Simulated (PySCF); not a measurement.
# Working out the electron affinity of O

O⁻ [He] 2s2 2p5 (2P) → O [He] 2s2 2p4 (3P). All numbers are calculated (PySCF 2.14, scalar relativity by spin-free X2C-1e, in aug-cc-pCVQZ-DK). Frozen: nothing. Energies in hartree (1 hartree = 27.21139 eV):

```json
{"part": "UHF", "O⁻ (lower)": "-74.848580", "O (upper)": "-74.869906"}
{"part": "MP2 opposite-spin", "O⁻ (lower)": "-0.230952", "O (upper)": "-0.173441"}
{"part": "MP2 same-spin", "O⁻ (lower)": "-0.063860", "O (upper)": "-0.045273"}
```

Problem. What does Hartree-Fock give?

Solution. (-74.869906) − (-74.848580) = -0.021326 hartree = -0.580 eV.

Problem. What do MP2 and SCS-MP2 (6/5 opposite-spin, 1/3 same-spin) give?

Solution. The opposite-spin parts differ by 1.565 eV and the same-spin parts by 0.506 eV. MP2: -0.580 + (1.565) + (0.506) = 1.491 eV. SCS-MP2: -0.580 + 1.2 × (1.565) + (0.506)/3 = 1.467 eV.

A first-order spin-orbit estimate adds -0.001 eV to MP2 (valence and next inner shell), giving 1.490 eV against 1.461 eV (measured; photodetachment measurements, as compiled on the Wikipedia data page of electron affinities).

What remains against the reference includes basis incompleteness and correlation beyond second order.
